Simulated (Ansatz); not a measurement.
# A workflow on C4H6F2 (SMILES C=CF.C=CF)

Aim: a series of 35 runs (LC-wPBE/aug-pcseg-1, wB97M-V/aug-pcseg-1, wB97X/aug-pcseg-1, HF/aug-pcseg-1, HSE06-D3(BJ)-ATM/aug-pcseg-1, B3LYP-D4/aug-pcseg-1, MP2/def2-SVPD) of C4H6F2 and its partners. 

The results are computed with Ansatz 0.2.0.

## 1. The structure to begin with

C4H6F2 has 12 atoms, charge 0, and is taken as a singlet. SMILES: `C=CF.C=CF`. Geometry: relaxed at GFN2-xTB.

Bond lengths: C1–C2 1.315 Å, C2–F3 1.344 Å, C7–C8 1.314 Å, C8–F9 1.344 Å, C1–H4 1.076 Å, C1–H5 1.073 Å, C2–H6 1.080 Å, C7–H10 1.076 Å, C7–H11 1.073 Å, C8–H12 1.080 Å. Some angles: C1–C2–F3 121.7°, C7–C8–F9 121.9°, C1–C2–H6 126.6°, F3–C2–H6 111.7°, C2–C1–H4 121.5°, C2–C1–H5 120.4°, C7–C8–H12 126.7°, F9–C8–H12 111.4°, C8–C7–H10 121.5°, C8–C7–H11 120.5°.

## 2. The energy at LC-wPBE/aug-pcseg-1 (run 1)

Input file run.yaml:

```yaml
crystal:
  periodic: [false, false, false]
  atoms:
    - {symbol: C, position_ang: [-2.486660, -1.129350, -1.952300]}
    - {symbol: C, position_ang: [-1.472970, -1.224520, -1.120670]}
    - {symbol: F, position_ang: [-1.332370, -2.276290, -0.295420]}
    - {symbol: H, position_ang: [-3.243760, -1.891500, -2.006130]}
    - {symbol: H, position_ang: [-2.578470, -0.280600, -2.602170]}
    - {symbol: H, position_ang: [-0.671150, -0.511840, -0.999940]}
    - {symbol: C, position_ang: [2.644510, 1.243570, 1.658840]}
    - {symbol: C, position_ang: [1.350200, 1.204810, 1.435390]}
    - {symbol: F, position_ang: [0.847460, 1.113380, 0.192250]}
    - {symbol: H, position_ang: [3.354870, 1.204080, 0.852250]}
    - {symbol: H, position_ang: [3.022640, 1.313500, 2.660520]}
    - {symbol: H, position_ang: [0.565680, 1.234780, 2.177390]}
basis:
  gaussian:
    orbitals: aug-pcseg-1.json
hamiltonian:
  xc: {name: LC-wPBE}
```

The basis set aug-pcseg-1 is read from a file made from the Basis Set Exchange's data (not shown).

On the command line:

```sh
$ ansatz run run.yaml --threads 1 --pin off --max-ram 2610MiB --events-out events.jsonl --progress --plain --runs-dir runs
```

Log:

```text
Warning: RAYON_NUM_THREADS=1 ignored (pool sized by the plan → 1); use --threads N
Functional definition: LC-wPBE
  name "LC-wPBE"
  parameter omega = 0.4/bohr
  exchange = pbe_x_sr(omega) + exact_x_lr(omega)
  correlation = pbe_c
1554 factors; their error is unknown
799 factors; integrals over basis functions are off by at most 3.2e-5 eV
mean field evaluation 1: about -9665.5906 eV, gradient 4.7e1 eV
mean field evaluation 2: about -9668.4028 eV, gradient 3.2e1 eV
mean field evaluation 4: about -9670.4978 eV, gradient 1.9e0 eV
mean field evaluation 8: about -9670.5129 eV, gradient 1.8e-1 eV
mean field evaluation 16: about -9670.4178 eV, gradient 2.3e-4 eV
mean field -9670.41778093 eV, -355.3812986047 hartree, gradient 7.0e-5 eV, S^2 0.000000; 0 other end points of the search recorded, 0 dependent functions left out
reference -9670.41778096 eV, -355.3812986056 hartree; 24, 24 occupied and 168, 168 virtual orbitals, 1554 factors
Total energy: -9670.41778096 eV, -355.3812986056 hartree
```

Run time: 22 s. Hardware: 1 thread of Intel Xeon at 2.50GHz (Skylake/Cascade Lake), shared host; peak memory 0.41 GiB.

## 3. C2H3F: a single-point energy at LC-wPBE/aug-pcseg-1 (run 2)

Input file in.yaml:

```yaml
crystal:
  periodic: [false, false, false]
  atoms:
    - {symbol: C, position_ang: [-2.486660, -1.129350, -1.952300]}
    - {symbol: C, position_ang: [-1.472970, -1.224520, -1.120670]}
    - {symbol: F, position_ang: [-1.332370, -2.276290, -0.295420]}
    - {symbol: H, position_ang: [-3.243760, -1.891500, -2.006130]}
    - {symbol: H, position_ang: [-2.578470, -0.280600, -2.602170]}
    - {symbol: H, position_ang: [-0.671150, -0.511840, -0.999940]}
basis:
  gaussian:
    orbitals: aug-pcseg-1.json
hamiltonian:
  xc: {name: LC-wPBE}
```

The basis set aug-pcseg-1 is read from a file made from the Basis Set Exchange's data (not shown).

On the command line:

```sh
$ ansatz run in.yaml --threads 1 --pin off --max-ram 2610MiB --events-out events.jsonl --progress --plain --runs-dir runs
```

Log:

```text
Warning: RAYON_NUM_THREADS=1 ignored (pool sized by the plan → 1); use --threads N
[... 5 set-up lines as earlier in the session ...]
777 factors; their error is unknown
402 factors; integrals over basis functions are off by at most 2.9e-5 eV
mean field evaluation 1: about -4832.7499 eV, gradient 3.3e1 eV
mean field evaluation 2: about -4834.1687 eV, gradient 2.3e1 eV
mean field evaluation 4: about -4835.2254 eV, gradient 1.3e0 eV
mean field evaluation 8: about -4835.2327 eV, gradient 4.8e-2 eV
mean field evaluation 16: about -4835.1849 eV, gradient 4.6e-5 eV
mean field -4835.18485421 eV, -177.6897659863 hartree, gradient 4.6e-5 eV, S^2 0.000000; 0 other end points of the search recorded, 0 dependent functions left out
reference -4835.18485422 eV, -177.6897659867 hartree; 12, 12 occupied and 84, 84 virtual orbitals, 777 factors
Total energy: -4835.18485422 eV, -177.6897659867 hartree
```

Run time: 7.8 s. Hardware: 1 thread of Intel Xeon at 2.50GHz (Skylake/Cascade Lake), shared host; peak memory 0.13 GiB.

Runs 3 to 15 aren't shown in full; the table further down has their settings and results.

## 4. A single-point energy at HF/aug-pcseg-1 (run 16)

Input file run.yaml:

```yaml
crystal:
  periodic: [false, false, false]
  atoms:
    - symbol: C
      position_ang: [-2.486660, -1.129350, -1.952300]
    - symbol: C
      position_ang: [-1.472970, -1.224520, -1.120670]
    - symbol: F
      position_ang: [-1.332370, -2.276290, -0.295420]
    - symbol: H
      position_ang: [-3.243760, -1.891500, -2.006130]
    - symbol: H
      position_ang: [-2.578470, -0.280600, -2.602170]
    - symbol: H
      position_ang: [-0.671150, -0.511840, -0.999940]
    - symbol: C
      position_ang: [2.644510, 1.243570, 1.658840]
    - symbol: C
      position_ang: [1.350200, 1.204810, 1.435390]
    - symbol: F
      position_ang: [0.847460, 1.113380, 0.192250]
    - symbol: H
      position_ang: [3.354870, 1.204080, 0.852250]
    - symbol: H
      position_ang: [3.022640, 1.313500, 2.660520]
    - symbol: H
      position_ang: [0.565680, 1.234780, 2.177390]
basis:
  gaussian: {orbitals: aug-pcseg-1.json}
hamiltonian: {xc: hf}
```

The basis set aug-pcseg-1 is read from a file made from the Basis Set Exchange's data (not shown).

On the command line:

```sh
$ ansatz run run.yaml --threads 1 --pin off --max-ram 2610MiB --events-out events.jsonl --progress --plain --runs-dir runs
```

Log:

```text
Warning: RAYON_NUM_THREADS=1 ignored (pool sized by the plan → 1); use --threads N
Functional definition: HF
  name "HF"
  exchange = exact_x
  correlation = 0
1860 factors; their error is unknown
mean field evaluation 1: about -9620.3107 eV, gradient 3.9e1 eV
mean field evaluation 2: about -9623.7037 eV, gradient 1.7e1 eV
mean field evaluation 4: about -9624.3294 eV, gradient 1.2e0 eV
mean field evaluation 8: about -9624.3346 eV, gradient 6.1e-2 eV
mean field -9624.48706231 eV, -353.6933758282 hartree, gradient 2.4e-5 eV, S^2 0.000000; 0 other end points of the search recorded, 0 dependent functions left out
reference -9624.48706231 eV, -353.6933758282 hartree; 24, 24 occupied and 168, 168 virtual orbitals, 1860 factors
Total energy: -9624.48706231 eV, -353.6933758282 hartree
```

Wall time 8.4 s (1 thread of Intel Xeon at 2.50GHz (Skylake/Cascade Lake), shared host); peak memory 0.36 GiB.

Runs 17 to 34 aren't shown in full; the table further down has their settings and results.

## 5. C2H3F among ghost functions: the energy at MP2/def2-SVPD (with ghost functions) (run 35)

Input file molecule.yaml:

```yaml
crystal:
  periodic: [false, false, false]
  atoms:
    - {symbol: C, position_ang: [2.644510, 1.243570, 1.658840]}
    - {symbol: C, position_ang: [1.350200, 1.204810, 1.435390]}
    - {symbol: F, position_ang: [0.847460, 1.113380, 0.192250]}
    - {symbol: H, position_ang: [3.354870, 1.204080, 0.852250]}
    - {symbol: H, position_ang: [3.022640, 1.313500, 2.660520]}
    - {symbol: H, position_ang: [0.565680, 1.234780, 2.177390]}
basis:
  gaussian:
    orbitals: def2-SVPD
    ghost_atoms: [{symbol: C, position_ang: [-2.486660, -1.129350, -1.952300]}, {symbol: C, position_ang: [-1.472970, -1.224520, -1.120670]}, {symbol: F, position_ang: [-1.332370, -2.276290, -0.295420]}, {symbol: H, position_ang: [-3.243760, -1.891500, -2.006130]}, {symbol: H, position_ang: [-2.578470, -0.280600, -2.602170]}, {symbol: H, position_ang: [-0.671150, -0.511840, -0.999940]}]
correlation:
  method: mp2
  frozen_orbitals: {C: 1, F: 1, H: 0}
```

On the command line:

```sh
$ ansatz run molecule.yaml --threads 1 --pin off --max-ram 2610MiB --events-out events.jsonl --progress --plain --runs-dir runs
```

Log:

```text
Warning: RAYON_NUM_THREADS=1 ignored (pool sized by the plan → 1); use --threads N
[... 4 set-up lines as earlier in the session ...]
1471 factors; integrals over basis functions are off by at most 9.4e-4 eV
mean field evaluation 1: about -4808.1679 eV, gradient 2.6e1 eV
mean field evaluation 2: about -4808.1695 eV, gradient 2.6e1 eV
mean field evaluation 4: about -4809.7939 eV, gradient 2.8e0 eV
mean field evaluation 8: about -4809.8213 eV, gradient 2.9e-4 eV
mean field -4809.82129121 eV, -176.7576722381 hartree, gradient 9.7e-7 eV, S^2 0.000000; 0 other end points of the search recorded, 0 dependent functions left out
3 core orbitals not correlated: weight in the atoms' cores, before any rotation towards them, 1.000 or more for the frozen orbitals, at most 0.000 for the correlated occupied ones
reference -4809.82129121 eV, -176.7576722381 hartree; 9, 9 occupied and 162, 162 virtual orbitals, 1471 factors
second order -12.83002356 eV of doubles, -0.00000000 eV of singles
Total energy: -4822.65131477 eV, -177.2291669073 hartree
```

Wall time 11 s (1 thread of Intel Xeon at 2.50GHz (Skylake/Cascade Lake), shared host); peak memory 0.33 GiB.

## 6. Overview of the runs

```
run                                                level         fragment atoms  contact               partner  energy (Eh)  wall time
  1                                  LC-wPBE/aug-pcseg-1                      –        –                  base  -355.381299       22 s
  2                                  LC-wPBE/aug-pcseg-1     (1, 2, 3, 4, 5, 6)     base              fragment  -177.689766      7.8 s
  3           LC-wPBE/aug-pcseg-1 (with ghost functions)     (1, 2, 3, 4, 5, 6)     base  fragment with ghosts  -177.690280       16 s
  4                                  LC-wPBE/aug-pcseg-1  (7, 8, 9, 10, 11, 12)     base              fragment  -177.689763      5.2 s
  5           LC-wPBE/aug-pcseg-1 (with ghost functions)  (7, 8, 9, 10, 11, 12)     base  fragment with ghosts  -177.690093       15 s
  6                                  wB97M-V/aug-pcseg-1                      –        –                  base  -355.456620       54 s
  7                                  wB97M-V/aug-pcseg-1     (1, 2, 3, 4, 5, 6)     base              fragment  -177.727031       12 s
  8           wB97M-V/aug-pcseg-1 (with ghost functions)     (1, 2, 3, 4, 5, 6)     base  fragment with ghosts  -177.727505       43 s
  9                                  wB97M-V/aug-pcseg-1  (7, 8, 9, 10, 11, 12)     base              fragment  -177.727017       13 s
 10           wB97M-V/aug-pcseg-1 (with ghost functions)  (7, 8, 9, 10, 11, 12)     base  fragment with ghosts  -177.727338       40 s
 11                                    wB97X/aug-pcseg-1                      –        –                  base  -355.504276       41 s
 12                                    wB97X/aug-pcseg-1     (1, 2, 3, 4, 5, 6)     base              fragment  -177.751009       12 s
 13             wB97X/aug-pcseg-1 (with ghost functions)     (1, 2, 3, 4, 5, 6)     base  fragment with ghosts  -177.751459       35 s
 14                                    wB97X/aug-pcseg-1  (7, 8, 9, 10, 11, 12)     base              fragment  -177.750999       12 s
 15             wB97X/aug-pcseg-1 (with ghost functions)  (7, 8, 9, 10, 11, 12)     base  fragment with ghosts  -177.751291       35 s
 16                                       HF/aug-pcseg-1                      –        –                  base  -353.693376      8.4 s
 17                                       HF/aug-pcseg-1     (1, 2, 3, 4, 5, 6)     base              fragment  -176.845547      1.5 s
 18                HF/aug-pcseg-1 (with ghost functions)     (1, 2, 3, 4, 5, 6)     base  fragment with ghosts  -176.846284      5.4 s
 19                                       HF/aug-pcseg-1  (7, 8, 9, 10, 11, 12)     base              fragment  -176.845544      1.6 s
 20                HF/aug-pcseg-1 (with ghost functions)  (7, 8, 9, 10, 11, 12)     base  fragment with ghosts  -176.846038      5.1 s
 21                         HSE06-D3(BJ)-ATM/aug-pcseg-1                      –        –                  base  -355.193750       17 s
 22                         HSE06-D3(BJ)-ATM/aug-pcseg-1     (1, 2, 3, 4, 5, 6)     base              fragment  -177.595498      4.8 s
 23  HSE06-D3(BJ)-ATM/aug-pcseg-1 (with ghost functions)     (1, 2, 3, 4, 5, 6)     base  fragment with ghosts  -177.596011       14 s
 24                         HSE06-D3(BJ)-ATM/aug-pcseg-1  (7, 8, 9, 10, 11, 12)     base              fragment  -177.595488      4.5 s
 25  HSE06-D3(BJ)-ATM/aug-pcseg-1 (with ghost functions)  (7, 8, 9, 10, 11, 12)     base  fragment with ghosts  -177.595808       14 s
 26                                 B3LYP-D4/aug-pcseg-1                      –        –                  base  -355.615821       18 s
 27                                 B3LYP-D4/aug-pcseg-1     (1, 2, 3, 4, 5, 6)     base              fragment  -177.806643      4.8 s
 28          B3LYP-D4/aug-pcseg-1 (with ghost functions)     (1, 2, 3, 4, 5, 6)     base  fragment with ghosts  -177.807056       15 s
 29                                 B3LYP-D4/aug-pcseg-1  (7, 8, 9, 10, 11, 12)     base              fragment  -177.806627      4.8 s
 30          B3LYP-D4/aug-pcseg-1 (with ghost functions)  (7, 8, 9, 10, 11, 12)     base  fragment with ghosts  -177.806894       14 s
 31                                        MP2/def2-SVPD                      –        –                  base  -354.459717       17 s
 32                                        MP2/def2-SVPD     (1, 2, 3, 4, 5, 6)     base              fragment  -177.228012      2.7 s
 33                 MP2/def2-SVPD (with ghost functions)     (1, 2, 3, 4, 5, 6)     base  fragment with ghosts  -177.228873       10 s
 34                                        MP2/def2-SVPD  (7, 8, 9, 10, 11, 12)     base              fragment  -177.227976      2.8 s
 35                 MP2/def2-SVPD (with ghost functions)  (7, 8, 9, 10, 11, 12)     base  fragment with ghosts  -177.229167       11 s
```

## 7. Outcome

| quantity | value |
| --- | --- |
| C2H3F among ghost functions, run 35: total energy | -177.22917 Eh |
| C2H3F among ghost functions, run 35: correlation energy (3 core orbitals frozen) | -471.5 mEh |
| interaction energy of the rigid parts C2H3F and C2H3F (parts in the whole basis, counterpoise; closest atoms 2.52 Å apart), LC-wPBE/aug-pcseg-1 | -0.025 eV |
| interaction energy of the rigid parts C2H3F and C2H3F (parts in their own basis; closest atoms 2.52 Å apart), LC-wPBE/aug-pcseg-1 | -0.048 eV |
| interaction energy of the rigid parts C2H3F and C2H3F (parts in their own basis; closest atoms 2.52 Å apart), wB97M-V/aug-pcseg-1 | -0.070 eV |
| interaction energy of the rigid parts C2H3F and C2H3F (parts in their own basis; closest atoms 2.52 Å apart), HF/aug-pcseg-1 | -0.062 eV |
| interaction energy of the rigid parts C2H3F and C2H3F (parts in their own basis; closest atoms 2.52 Å apart), HSE06-D3(BJ)-ATM/aug-pcseg-1 | -0.075 eV |
| interaction energy of the rigid parts C2H3F and C2H3F (parts in the whole basis, counterpoise; closest atoms 2.52 Å apart), B3LYP-D4/aug-pcseg-1 | -0.051 eV |
| interaction energy of the rigid parts C2H3F and C2H3F (parts in their own basis; closest atoms 2.52 Å apart), MP2/def2-SVPD | -0.101 eV |
| interaction energy of the rigid parts C2H3F and C2H3F (parts in the whole basis, counterpoise; closest atoms 2.52 Å apart), MP2/def2-SVPD | -0.046 eV |

What this shows: At LC-wPBE/aug-pcseg-1: the interaction energy of the rigid parts C2H3F and C2H3F (parts in the whole basis, counterpoise; closest atoms 2.52 Å apart) is −0.03 eV (−0.6 kcal/mol): the parts attract. The basis-set superposition error is 2.2 kJ/mol. At LC-wPBE/aug-pcseg-1: the interaction energy of the rigid parts C2H3F and C2H3F (parts in their own basis; closest atoms 2.52 Å apart) is −0.05 eV (−4.6 kJ/mol): the parts attract. Without counterpoise this holds the superposition error of the basis. At wB97M-V/aug-pcseg-1: the interaction energy of the rigid parts C2H3F and C2H3F (parts in their own basis; closest atoms 2.52 Å apart) is −0.07 eV (−6.8 kJ/mol): the parts attract. At HF/aug-pcseg-1: the interaction energy of the rigid parts C2H3F and C2H3F (parts in their own basis; closest atoms 2.52 Å apart) is −0.06 eV (−6.0 kJ/mol): the parts attract. At HSE06-D3(BJ)-ATM/aug-pcseg-1: the interaction energy of the rigid parts C2H3F and C2H3F (parts in their own basis; closest atoms 2.52 Å apart) is −0.08 eV (−7.3 kJ/mol): the parts attract. Totals of different functionals can't be ranked against each other. All runs together took 9 min, the longest 54 s.
